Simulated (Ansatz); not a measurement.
`N[SiH2]S` + H₂ → `[SiH3]S` + NH₃  (hydrogenolysis of the Si–N bond)

Computed with Ansatz on PBE0-D4/def2-TZVP structures; ΔE is electronic, products minus reactants. CCSD(T)/CBS is the MP2 limit (def2-TZVPP, def2-QZVPP) plus CCSD(T) − MP2 in def2-TZVPP, frozen cores. This one scheme is used for every species. Functionals use def2-TZVPP. HSE06 is defined as in plane-wave codes. Each species was taken in one conformer, which may not be the lowest.

```csv
level,ΔE (kJ/mol)
HSE06,26.6
MP2/def2-SVP,26.2
HF/def2-QZVPP,21.5
HF/CBS(def2),21.6
```

(1) What does CCSD(T)/CBS give? (Best estimate.)

Largest T1 diagnostic among the species: 0.011.

Answers

(1) Computed: +34.1 kJ/mol. The listed levels differ from it by -7.5, -7.9, -12.6, -12.5 kJ/mol.

Leaving LDA and LC-ωPBE aside and taking each functional with its dispersion term where it has one, the values, not all of them listed here, spread over 6.4 kJ/mol, from B97M-V to r2SCAN-D4. LDA lies +9.1 kJ/mol from PBE without D4. The D4 term adds +7.4 kJ/mol with B3LYP and +4.0 kJ/mol with PBE0; it sums over pairs of atoms, weighted by their polarisabilities, and B3LYP, whose exchange is more repulsive, gets the larger term.

B3LYP here is the variant with VWN-RPA as its local correlation; programs differ in this.
